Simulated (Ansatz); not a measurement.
For 1T (CdI2-type) HfS2, rVV10 (plane waves, PAW; Ansatz, a quantum-chemistry and plane-wave program) gives:

| Item | Result |
|---|---|
| lattice constant a | 3.668 Å |
| c axis length | 5.851 Å |
| band gap | 0.98 eV |

Problem. What does HSE06-D3(BJ) (PAW; Ansatz) give for the same quantities?

Solution. 
- lattice constant a: 3.598 Å (drops by 1.9 %)
- lattice parameter c: 5.681 Å (drops by 2.9 %)
- band gap: 1.58 eV (goes up by 0.60 eV)

For comparison: lattice constant a 3.635 Å (measured, temperature not stated, not corrected to a static lattice; as tabulated in Björkman (2014), arXiv:1406.2436); lattice parameter c 5.83 Å (measured, temperature not stated, zero-point anharmonic expansion removed (computed with revB86b-DF2); no thermal correction; as tabulated in Björkman (2014), arXiv:1406.2436); band gap 1.8 eV (measured, temperature not stated, not corrected to a static lattice, fundamental, indirect, our sources range from 1.80 to 1.96; as tabulated in Rybak et al. (2022), arXiv:2210.12074).

Changes are worked out from the printed values.

Unless a cell is named, each level is at its own relaxed cell (rVV10 22.72, HSE06-D3(BJ) 21.23 Å³/atom).

Levels without +SOC leave out spin–orbit coupling, which shifts energies and cells of such heavy elements.

Levels without +SOC have no spin–orbit coupling; where heavier elements are present it shifts gaps, mostly down, and can invert bands. Density-functional gaps are differences of (generalised) Kohn–Sham levels.

Ansatz's density-functional and Hartree–Fock values are scalar-relativistic unless marked +SOC, with PAW data made under PBE.
